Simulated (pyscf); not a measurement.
`[CH3]` [doublet] + `[NH3]` → `[CH4]` + `[NH2]` [doublet], a hydrogen abstraction (doublet surface; H–N broken, C–H formed). PySCF, gas phase, ωB97X-D3(BJ)/def2-SVP geometries. Correlated levels are frozen-core, on RHF or UHF. ΔMP2 is the change of the MP2 total energy from the triple- to the quadruple-zeta basis. Energies in kcal/mol from the separated reactants.

Small-basis levels: PySCF, no dispersion term, spherical d functions. Open shells are spin-unrestricted. 

**Question.** In single points B3LYP/LANL2DZ puts the saddle at 10.5 kcal/mol and the reaction energy at +0.2 kcal/mol. Should these be trusted to within a few kcal/mol? Compare with CCSD(T)/def2-TZVPP + ΔMP2(QZVPP).

**Answer.** CCSD(T)/def2-TZVPP + ΔMP2(QZVPP) gives ΔE‡ = 16.9 kcal/mol and ΔE = +2.7 kcal/mol. B3LYP/LANL2DZ lies 6.4 kcal/mol under it in the barrier and 2.5 kcal/mol under it in the reaction energy, so on this step it does not hold to within 3.0 kcal/mol. CCSD(T)/def2-TZVPP + ΔMP2(QZVPP) has limits of its own. This is the saddle that the search found; another between the same sides may lie lower. The angle at the transferred H is 166°. The CCSD(T) − MP2 part came from Ansatz, without density fitting, on the same reference.
